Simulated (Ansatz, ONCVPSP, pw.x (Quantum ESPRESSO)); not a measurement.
# pw.x on fcc Ce: one setting changed

Potential: optimised norm-conserving Vanderbilt (ONCV), ONCVPSP 4.0.1, LDA (Perdew-Wang 92); core [Kr] 4d10, reference 4f1 5s2 5p6 5d1.5 6s1.5; waves: 5s+6s: rc 2.70 bohr, ncon 5, nbas 10, qcut 5.5 1/bohr, 2 projectors; 5p: rc 2.70 bohr, ncon 5, nbas 8, qcut 5 1/bohr, 2 projectors, debl 3.3 Ha; 5d: rc 3.55 bohr, ncon 5, nbas 10, qcut 3.8 1/bohr, 1 projector; 4f: rc 1.80 bohr, ncon 4, nbas 9, qcut 11.3 1/bohr, 2 projectors, debl 3.3 Ha; local part: polynomial inside 1.50 bohr (lpopt 5, dvloc0 -1 Ha); core correction: Teter function fitted to the true core (icmod 2), fcfact 0.5.

The reference run (k-mesh 12³, cutoffs 120/480 Ry, Fermi–Dirac 0.01 Ry, mixing_beta 0.4, conv_thr 1e-9, no spin) gives -0.21 GPa at 23.346 Å³/atom, where all-electron LAPW gives 0.05 GPa. This run, with its own iteration cap, changes startingwfc to atomic.

```
&control
  calculation='scf', prefix='x', pseudo_dir='./', outdir='./tmp', tstress=.true., disk_io='none'
/
&system
  ibrav=0, nat=1, ntyp=1, ecutwfc=120, ecutrho=480, nbnd=14,
  occupations='smearing', smearing='fd', degauss=0.01
/
&electrons
  conv_thr=1e-09, mixing_beta=0.4, electron_maxstep=60, startingwfc='atomic'
/
ATOMIC_SPECIES
Ce 1.0 Ce.UPF
CELL_PARAMETERS angstrom
  0.00000000 2.26844104 2.26844104
  2.26844104 0.00000000 2.26844104
  2.26844104 2.26844104 0.00000000
ATOMIC_POSITIONS crystal
Ce 0.0000 0.0000 0.0000
K_POINTS automatic
12 12 12 0 0 0
```

```bash
pw.x < Ce.scf.in > Ce.scf.out
```

Q: How does the run end?

A: It converges in 12 iterations; the free energy moves by +0.0 meV/atom and the pressure by +0.00 GPa. The result is that of the reference run.

```
Message from routine setup:
     using ibrav=0 with symmetry is DISCOURAGED, use correct ibrav instead
     lattice parameter (alat)  =       6.0624  a.u.
     unit-cell volume          =     157.5466 (a.u.)^3
     number of electrons       =        12.00
     number of Kohn-Sham states=           14
     kinetic-energy cutoff     =     120.0000  Ry
     charge density cutoff     =     480.0000  Ry
     scf convergence threshold =      1.0E-09
     Exchange-correlation= SLA  PW   NOGX NOGC
     number of k points=    72  Fermi-Dirac smearing, width (Ry)=  0.0100
     iteration #  1     ecut=   120.00 Ry     beta= 0.40
     total energy              =     -98.40166575 Ry
     estimated scf accuracy    <       0.18941766 Ry
     iteration #  2     ecut=   120.00 Ry     beta= 0.40
     total energy              =     -98.43615345 Ry
     estimated scf accuracy    <       0.14180363 Ry
     iteration #  3     ecut=   120.00 Ry     beta= 0.40
     total energy              =     -98.46125915 Ry
     estimated scf accuracy    <       0.00661990 Ry
     [... 6 iterations left out ...]
     iteration # 10     ecut=   120.00 Ry     beta= 0.40
     total energy              =     -98.46400031 Ry
     estimated scf accuracy    <       0.00000020 Ry
     iteration # 11     ecut=   120.00 Ry     beta= 0.40
     total energy              =     -98.46400034 Ry
     estimated scf accuracy    <       0.00000005 Ry
     iteration # 12     ecut=   120.00 Ry     beta= 0.40
     the Fermi energy is    18.0397 ev
!    total energy              =     -98.46400034 Ry
     estimated scf accuracy    <          3.6E-10 Ry
     smearing contrib. (-TS)   =      -0.01139214 Ry
     The total energy is F=E-TS. E is the sum of the following terms:
     one-electron contribution =       4.12758659 Ry
     hartree contribution      =       7.34106564 Ry
     xc contribution           =     -32.91386958 Ry
     ewald contribution        =     -77.00739085 Ry
     convergence has been achieved in  12 iterations
          total   stress  (Ry/bohr**3)                   (kbar)     P=       -2.09
     Message from routine punch:
     Nothing written, as per user request (disk_io='none')
```

The run took about 38 s on one core of a shared server CPU.
